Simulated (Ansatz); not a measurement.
Problem. Name a neutral molecule of C, F, O and H with size of the dipole moment (PBE/def2-TZVPP) between 2.45 and 2.75 D and size of the dipole moment (ωB97M-V/def2-TZVPP) between 2.35 and 2.65 D (Ansatz, PBE0-D4/def2-TZVP geometry).

Solution. `FC1CCCO1` (2.46 D, 2.60 D); `O=CC#CF` (2.67 D, 2.61 D); `COC1=C(F)C1` (2.50 D, 2.65 D); `COC(O)(F)F` (2.50 D, 2.62 D). Other molecules can fit too; these were computed, each in one conformer that needn't be the lowest.
